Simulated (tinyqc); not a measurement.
CIS on RHF in the sto-3g basis, frozen core, for LiH, spin multiplicity 1, step by step. One step of it, computed by the program tinyqc.

Problem. CIS matrix, singlets. A(ia,jb) = (e_a - e_i) d_ij d_ab + 2 (ia|jb) - (ij|ab).

orbital energies (hartree): MO1 -2.357100, MO2 -0.260663, MO3 0.074992, MO4 0.163042, MO5 0.163042, MO6 0.466419

Two-electron integrals over orbitals (pq|rs), unique and non-zero (hartree); the lowest 1 orbital is frozen and left out:
```
(22|22) 0.468234    (32|22) -0.053781   (32|32) 0.016593    (33|22) 0.216897
(33|32) 0.011183    (33|33) 0.333945    (42|42) 0.022065    (43|42) 0.019674
(43|43) 0.041303    (44|22) 0.256735    (44|32) 0.009328    (44|33) 0.281057
(44|44) 0.312946    (52|52) 0.022065    (53|52) 0.019674    (53|53) 0.041303
(54|54) 0.016869    (55|22) 0.256735    (55|32) 0.009328    (55|33) 0.281057
(55|44) 0.279207    (55|55) 0.312946    (62|22) 0.115012    (62|32) -0.038811
(62|33) -0.017474   (62|44) -0.028537   (62|55) -0.028537   (62|62) 0.127471
(63|22) -0.053792   (63|32) 0.012883    (63|33) 0.036123    (63|44) 0.004975
(63|55) 0.004975    (63|62) -0.035205   (63|63) 0.027969    (64|42) -0.019189
(64|43) -0.012965   (64|64) 0.019744    (65|52) -0.019189   (65|53) -0.012965
(65|65) 0.019744    (66|22) 0.439808    (66|32) -0.046577   (66|33) 0.239560
(66|44) 0.263487    (66|55) 0.263487    (66|62) 0.115534    (66|63) -0.045374
(66|66) 0.438814
```

Give: CIS matrix A, singlet.

Solution.

CIS matrix A, singlet (hartree), order 2>3, 2>4, 2>5, 2>6:
$$\begin{pmatrix}
0.1519 & 0.0000 & 0.0000 & -0.0238 \\
0.0000 & 0.2111 & 0.0000 & 0.0000 \\
0.0000 & 0.0000 & 0.2111 & 0.0000 \\
-0.0238 & 0.0000 & 0.0000 & 0.5422
\end{pmatrix}$$
